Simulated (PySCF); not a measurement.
## CF: mean field, correlation and small terms against distance

State: ²Π, doublet, unpaired electrons π ↑. ROHF-based CCSD(T) in PySCF 2.14 with C cc-pVTZ, F cc-pVTZ and C cc-pVQZ, F cc-pVQZ (frozen core orbitals: 2; no relativity). Correlation energies are extrapolated as n⁻³ (n = 3, 4), Hartree–Fock as (n+1)·exp(−9√n). CV is the change on freezing 0 orbitals instead, in C cc-pwCVTZ, F cc-pwCVTZ. SR is the spin-free X2C energy in C cc-pVTZ-DK, F cc-pVTZ-DK less the non-relativistic one in C cc-pVTZ, F cc-pVTZ. All energies in eV from C + F.

| R (Å) | HF/CBS | CCSD corr. | (T) | CV | SR | total |
| --- | --- | --- | --- | --- | --- | --- |
| 1.1217 | -3.014 | -1.756 | -0.1728 | -0.0366 | 0.0057 | -4.973 |
| 1.1726 | -3.433 | -1.800 | -0.1873 | -0.0276 | 0.0065 | -5.442 |
| 1.2236 | -3.612 | -1.844 | -0.2022 | -0.0200 | 0.0068 | -5.671 |
| 1.2746 | -3.619 | -1.887 | -0.2173 | -0.0135 | 0.0068 | -5.730 |
| 1.3256 | -3.508 | -1.927 | -0.2327 | -0.0081 | 0.0066 | -5.669 |
| 1.3893 | -3.256 | -1.975 | -0.2522 | -0.0025 | 0.0062 | -5.480 |
| 1.4530 | -2.927 | -2.019 | -0.2718 | 0.0020 | 0.0058 | -5.210 |

A fit to the total gives Re = 1.2711 Å, De = 5.730 eV, ωe = 1314.0 cm⁻¹, Be = 1.419 cm⁻¹ (masses 12.0000 and 18.9984 u).

Task: At R = 1.2746 Å the CCSD correlation energy is -0.371899 hartree in the smaller basis and -0.399482 in the larger. Extrapolate it.

Result: (4³·E4 − 3³·E3)/(4³ − 3³) = -0.41961 hartree; the larger basis holds 95.2 % of it.

The T1 diagnostic is 0.022. The state was picked by a PBE0 search and need not be the measured ground state. Spin–orbit coupling, excitations beyond (T) and corrections to the Born–Oppenheimer picture are left out.
